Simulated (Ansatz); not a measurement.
**C2H2O (singlet): from Hartree-Fock to the top rungs, cc-pVTZ**

The task here is to estimate one member of a computed series from the others.

Method: cc-pVTZ, core rule «outside noble gas», up to 3 orbitals frozen; program: Ansatz 0.2.0, Gaussian basis.

Plan: UHF; CCSD(T) on RHF; BCCD(T) on RHF; CISD; CCSDT(Q) on RHF; CASSCF and NEVPT2, 14 electrons in 13 orbitals.

18 further runs of the same task are left out: 1 that didn't finish, 17 set aside as unsound or not needed.

**What is computed**

The geometry is an MP2(full)/6-31G* stationary point (not a proven minimum).

5 atoms, charge 0, spin multiplicity 1.

Atoms are counted from 1 here; the program's logs count them from 0.

Bond lengths: C1–C2 1.318 Å, C1–H3 1.080 Å, C1–H4 1.080 Å, C2–O5 1.180 Å. Angles: C2–C1–H3 119.6°, C2–C1–H4 119.6°, H3–C1–H4 120.7°, C1–C2–O5 180.0°.

The first run:

Contents of in.yaml:

```yaml
crystal:
  periodic: [false, false, false]
  atoms:
    - {symbol: C, position_ang: [0.000000, 0.000000, -1.301788]}
    - {symbol: C, position_ang: [0.000000, 0.000000, 0.016472]}
    - {symbol: H, position_ang: [0.000000, 0.938847, -1.835672]}
    - {symbol: H, position_ang: [0.000000, -0.938847, -1.835672]}
    - {symbol: O, position_ang: [0.000000, 0.000000, 1.196172]}
basis:
  gaussian: {orbitals: cc-pVTZ}
magnetization: {spin_polarized: true, initial_magnetization: 0}
hamiltonian: {xc: hf}
output: {orbitals: {seedname: orbitals}}
```

Command:

```bash
> ansatz run in.yaml --threads 1 --pin off --events-out ev --progress --plain --max-ram 4096MiB --backend cpu
```

Among the steps run: UHF; CCSD(T) on RHF; BCCD(T) on RHF; CISD; CCSDT(Q) on RHF; CASSCF and NEVPT2, 14 electrons in 13 orbitals.

One of the session's tables, all rows but one given; the rest of the session is left out.

| method | from RCCSDT(Q) (kcal/mol) |
| --- | --- |
| RHF | +363.05 |
| RMP2 | +22.99 |
| CISD | +55.00 |
| RCCSD | +18.11 |
| RCCSD(T) | +1.26 |
| BCCD(T) | +1.08 |
| RCCSDT | ? |
| RCCSDT(Q) | 0 |
| CASSCF valence | +242.62 |
| NEVPT2 valence | +38.70 |

Q: Estimate the row for RCCSDT from the others.

The run gave: from RCCSDT(Q) (kcal/mol): +1.11. In the column «from RCCSDT(Q) (kcal/mol)» it lies between BCCD(T) (+1.08) and RCCSD(T) (+1.26).

With the free atoms at the same levels and basis (separate runs), the atomisation energy is 22.412 eV at RCCSDT(Q), 22.394 eV at RCCSD(T), 15.973 eV at RHF.
